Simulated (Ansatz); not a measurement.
# Si₂C (singlet): from Hartree-Fock to the top rungs, cc-pVTZ

An exercise on one series of results from a longer session: the logs are not shown, and one member is left open.

Method: cc-pVTZ, core rule «outside noble gas», up to 11 orbitals frozen; program: Ansatz 0.2.0, Gaussian basis.

Plan: UHF; CCSD(T) on RHF; CCSD(T) on UHF; BCCD(T) on RHF; CCSDT(Q) on RHF; CCSDT(Q) on UHF.

4 further runs of the same task are left out: 4 set aside as unsound or not needed.

## What is computed

The geometry is a PBE0/def2-TZVP stationary point (not a proven minimum) of the parent state, kept for this charge and spin.

3 atoms, charge 0, spin multiplicity 1.

Atoms are counted from 1 here; the program's logs count them from 0.

Bond lengths: C1–Si2 1.825 Å, C1–Si3 1.757 Å, Si2–Si3 2.287 Å. Angles: Si2–C1–Si3 79.3°, C1–Si2–Si3 49.0°, C1–Si3–Si2 51.6°.

Set-up of the first run:

Input file in.yaml:

```yaml
crystal:
  periodic: [false, false, false]
  atoms:
    - {symbol: C, position_ang: [0.000000, -1.134324, -0.058627]}
    - {symbol: Si, position_ang: [0.000000, 0.227422, 1.155842]}
    - {symbol: Si, position_ang: [0.000000, 0.257669, -1.130771]}
basis:
  gaussian: {orbitals: cc-pVTZ}
magnetization: {spin_polarized: true, initial_magnetization: 0}
hamiltonian: {xc: hf}
output: {orbitals: {seedname: orbitals}}
```

Launch:

```
> ansatz run in.yaml --threads 1 --pin off --events-out ev --progress --plain --max-ram 2816MiB --backend cpu
```

Steps of the session up to this table: UHF; CCSD(T) on RHF; CCSD(T) on UHF; BCCD(T) on RHF; CCSDT(Q) on RHF; CCSDT(Q) on UHF.

One table of the session follows, with a row left open; its other results are not shown here.

```
   method  from RCCSDT(Q) (meV)
      RHF              +10971.7
      UHF                     ?
     RMP2               +1247.9
     UMP2               +2145.1
    RCCSD                +897.7
    UCCSD                +956.2
 RCCSD(T)                 +98.4
 UCCSD(T)                +202.8
  BCCD(T)                 +91.2
   RCCSDT                +101.5
   UCCSDT                +112.2
RCCSDT(Q)                     0
UCCSDT(Q)                  -5.5
```

Q: Estimate the row for UHF from the others.

**Answer.** from RCCSDT(Q) (meV): +10561.7. In the column «from RCCSDT(Q) (meV)» it lies between UMP2 (+2145.1) and RHF (+10971.7).

Limits of these values: The determinant is far from a pure spin state, so its energy mixes those of several spin states (harmless only where they are near-degenerate, as at dissociation). Warnings: restricted reference is unstable; spin contamination; large T1 diagnostic. Restricted and unrestricted rows rest on different reference determinants; where their highest levels disagree by more than a few hundredths of an eV, they describe different states and don't form one ladder.
